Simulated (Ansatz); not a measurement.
A made-up structure of AlSiNH3, doublet:

```xyz
6
angstrom
N -0.1283 -0.9935 -0.0241
Al -1.7928 -0.7816 -0.6946
Si 0.0734 0.7263 0.0099
H 0.4152 2.0835 0.2497
H 1.0848 1.3226 -0.9065
H 0.1878 1.3823 1.3422
```

It is relaxed with PBE-D4/def2-SVP and then PBE0-D4/def2-TZVP (Ansatz 0.2.0). Atoms count as bonded within 1.22 times the sum of their covalent radii (H–H: 0.88 Å). The end point is not checked to be a true minimum.

(1) Does its bonding change? (Judge from chemistry; the calculation decides.)

Results:

(1) The calculation gives: Yes. Formed: none; broken: Al2–Si3.

Where it ends: The first stage lowers the energy by 3.98 eV in 14 steps. It ends as AlSiNH₃ ([Al][N][SiH3]):
N1  (-0.696, -0.377, 0.118)
Al2  (-1.753, -1.167, -0.983)
Si3  (0.320, 1.001, 0.162)
H4  (-0.396, 2.300, -0.009)
H5  (1.431, 0.981, -0.834)
H6  (0.935, 1.001, 1.524)
(Å)

Labels in which every atom is bracketed show which atoms are joined, not bond orders.

For scale, one of the runs: PBE0-D4/def2-TZVP relaxation, 123 basis functions, launched by `ansatz run in.yaml --threads 2 --pin off --events-out ev --progress --plain --max-ram 4352MiB`. The run took about 57 s on 2 CPU threads of an Intel Xeon Platinum 8259CL (shared host).
